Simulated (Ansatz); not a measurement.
Relaxation of H7Si2 (9 atoms, charge 0, multiplicity 2), to a largest force component of 0.03 eV/Å in at most 50 steps.

Method: UKS BHLYP/6-31G* (Ansatz 0.2.0).

```xyz
9
Properties=species:S:1:pos:R:3:forces:R:3
Si 0.001 0.000 -0.417 0.00 0.00 -0.16
H 0.000 0.000 2.252 0.00 0.00 -0.07
H 1.407 0.000 -0.872 0.00 0.00 -0.03
H -0.703 1.218 -0.872 0.00 0.00 -0.03
H -0.703 -1.218 -0.872 0.00 0.00 -0.03
Si 0.000 0.000 3.722 0.00 0.00 0.33
H -0.751 -1.169 4.218 -0.01 -0.02 0.00
H 1.388 -0.066 4.217 0.02 0.00 0.00
H -0.637 1.235 4.218 -0.01 0.02 0.00
```

Where does it end, and by what steps?

It converged. The force dipped under the threshold on the way, but the program's further checks kept it going. After 5 steps the energy has fallen by 0.091 eV; H5 moved furthest, 0.66 Å.

| step | energy less start (eV) | largest force component (eV/Å) | accepted |
| --- | --- | --- | --- |
| 0 | 0.0000 | 0.334 | yes |
| 1 | -0.0564 | 0.072 | yes |
| 2 | -0.0782 | 0.025 | yes |
| 3 | -0.0863 | 0.022 | yes |
| 4 | -0.0895 | 0.012 | yes |
| 5 | -0.0907 | 0.006 | yes |

```xyz
9
Properties=species:S:1:pos:R:3
Si 0.001 0.000 -1.075
H -0.001 0.000 2.777
H 1.406 0.000 -1.533
H -0.702 1.217 -1.532
H -0.702 -1.217 -1.533
Si 0.000 0.000 4.253
H -0.752 -1.170 4.745
H 1.390 -0.066 4.745
H -0.638 1.236 4.745
```

Run time: 13 s on 1 thread of Arm Neoverse V2, on a shared host, peak memory 0.13 GiB.
